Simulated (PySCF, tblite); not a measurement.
Energy landscape of C2H6, singlet: internal rotation, threefold axis kept, other coordinates relaxed. Scanned: torsion (0 = eclipsed). Other coordinates (C-C length, H-C-C angle, H-C-C angle, C-H length, C-H length) were minimised at PBE0/def2-TZVP.

Methods: GFN2-xTB, 300 K electronic temperature (tblite); CCSD(T) on RHF/cc-pVTZ, 2 core orbitals frozen (PySCF).

Energies relative to the lowest point of each profile, in kJ/mol; the last columns give the difference from CCSD(T):

```json
[
 {"at / °": "0", "GFN2-xTB": "10.80", "CCSD(T)": "11.73", "GFN2-xTB − CCSD(T)": "-0.94"},
 {"at / °": "10", "GFN2-xTB": "10.10", "CCSD(T)": "10.95", "GFN2-xTB − CCSD(T)": "-0.85"},
 {"at / °": "20", "GFN2-xTB": "8.17", "CCSD(T)": "8.82", "GFN2-xTB − CCSD(T)": "-0.65"},
 {"at / °": "30", "GFN2-xTB": "5.49", "CCSD(T)": "5.89", "GFN2-xTB − CCSD(T)": "-0.40"},
 {"at / °": "40", "GFN2-xTB": "2.77", "CCSD(T)": "2.95", "GFN2-xTB − CCSD(T)": "-0.19"},
 {"at / °": "50", "GFN2-xTB": "0.75", "CCSD(T)": "0.79", "GFN2-xTB − CCSD(T)": "-0.04"},
 {"at / °": "60", "GFN2-xTB": "0.00", "CCSD(T)": "0.00", "GFN2-xTB − CCSD(T)": "0.00"}
]
```

GFN2-xTB is furthest from CCSD(T) at 0 (-0.94 kJ/mol, below); its mean absolute difference over the points is 0.44 kJ/mol.
